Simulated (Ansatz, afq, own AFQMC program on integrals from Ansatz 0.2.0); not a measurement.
**AFQMC, coupled cluster and functionals along a coordinate of H2 + Cl, doublet**

```yaml
atoms:
  - { symbol: H, position_ang: [0.0000, 0.0000, -1.1410] }
  - { symbol: H, position_ang: [0.0000, 0.0000, -0.3960] }
  - { symbol: Cl, position_ang: [0.0000, 0.0000, 1.5370] }
```

A hydrogen atom is moved from one rigid fragment to the other; the H1–H2 distance tells how far. The two fragments are held close together, so this isn't a minimum-energy path and the start is a compressed complex. Energies in eV count from this geometry (0.745 Å) at the same level; the start stands on UHF, each point on the determinant named.

Basis cc-pVTZ. Only valence electrons are correlated. AFQMC by an in-house program on the Cholesky factors that Ansatz 0.2.0 writes for its CCSD(T) run. ph-AFQMC/CISD is guided by a CISD state made of CCSD amplitudes; releasing the constraint for a short imaginary time cuts its bias at the price of noise, slowly where states lie close. Uncertainties: one standard error, sampling alone.

Cautions, each for one point or more: unrestricted determinant slightly spin contaminated.

```
r(H1–H2) / Å  det.     T1  weight  ⟨S²⟩  CCSD(T)  ph-AFQMC/CISD  released AFQMC  CCSDT(Q)  r2SCAN  B3LYP
       0.912   UHF  0.017    0.90  0.79    0.272  0.267 ± 0.003   0.273 ± 0.004     0.268   0.116  0.169
       0.995   UHF  0.020    0.90  0.82    0.432  0.423 ± 0.004               –     0.425   0.206  0.297
       1.078   UHF  0.020    0.90  0.82    0.496  0.483 ± 0.003   0.488 ± 0.004     0.489   0.233  0.367
       1.161   UHF  0.017    0.90  0.80    0.444  0.433 ± 0.005   0.445 ± 0.004     0.439   0.189  0.359
       1.328   UHF  0.010    0.91  0.76    0.187  0.178 ± 0.003   0.186 ± 0.004     0.187   0.044  0.234
```

Weight is that of the determinant in the CISD state; at the start T1 is 0.011 and the weight 0.91, and ⟨S²⟩ is 0.76. A dash marks a missing value, a released energy that hasn't settled or a functional that sits on another state. Largest departures from CCSDT(Q), at the points where its series has closed: CCSD(T) 0.007 eV at 1.078 (on UHF), ph-AFQMC/CISD -0.009 eV at 1.328 (on UHF), released AFQMC 0.006 eV at 1.161 (on UHF) (within the noise), r2SCAN -0.256 eV at 1.078, B3LYP -0.128 eV at 0.995. Functionals count only at points shown to share the start's state and spin.

Some points may be missing: those where a free walk finds a much lower state, and past Zn most of those on another determinant than at the start.

A walk keeps the symmetry of its determinant, which the program's search chose and which needn't be the lowest solution, so a lower state of the same spin and another symmetry isn't excluded. Released energies are given only where the last usable release times agree within the noise; a slower fall can still hide under it.
